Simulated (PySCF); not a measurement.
Compound: CFCl3.
SMILES: `FC(Cl)(Cl)Cl`

The closed-shell ground state was solved at several levels (PySCF, density fitting, gas phase, non-relativistic). Geometry: GFN2-xTB; no solvent, vibrations or thermal averaging.

| level | basis functions | HOMO (eV) | LUMO (eV) | gap (eV) | dipole (D) |
| --- | --- | --- | --- | --- | --- |
| KT3/IGLO-III | 202 | -7.69 | -2.42 | 5.27 | 0.43 |
| KT2/IGLO-III | 202 | -7.66 | -2.48 | 5.18 | 0.43 |
| B3LYP/IGLO-III | 202 | -8.73 | -1.46 | 7.27 | 0.52 |
| PBE/IGLO-III | 202 | -7.55 | -2.28 | 5.27 | 0.42 |
| HF/IGLO-III | 202 | -12.50 | 3.10 | 15.60 | 0.59 |
| PW91/aug-cc-pVDZ | 127 | -7.79 | -2.51 | 5.28 | 0.30 |

(1) Estimate the row for X3LYP/aug-cc-pVDZ, a basis of 127 functions; the other rows only guide the guess.

(2) Over all these levels, which gives the widest orbital gap and which the narrowest?

(3) In the IGLO-III basis, how does the gap go with the fixed share of exact exchange?

(4) How far do the dipole and the HOMO energy spread over the levels?

Answers

(1) HOMO -8.97 eV, LUMO -1.59 eV, gap 7.38 eV, dipole 0.39 D.

(2) HF/IGLO-III (Hartree–Fock, all exact exchange) has the widest, 15.60 eV, and KT2/IGLO-III (GGA) the narrowest, 5.18 eV. The two share the basis. From the narrowest to the widest the HOMO moves by -4.84 eV and the LUMO by +5.58 eV.

(3) KT2 (0 %) 5.18 eV; PBE (0 %) 5.27 eV; KT3 (0 %) 5.27 eV; B3LYP (20 %) 7.27 eV; HF (100 %) 15.60 eV. Each rise in the share widens the gap here.

(4) The dipole runs from 0.30 to 0.59 D (mean 0.44 D) and the HOMO from -12.50 to -7.55 eV.
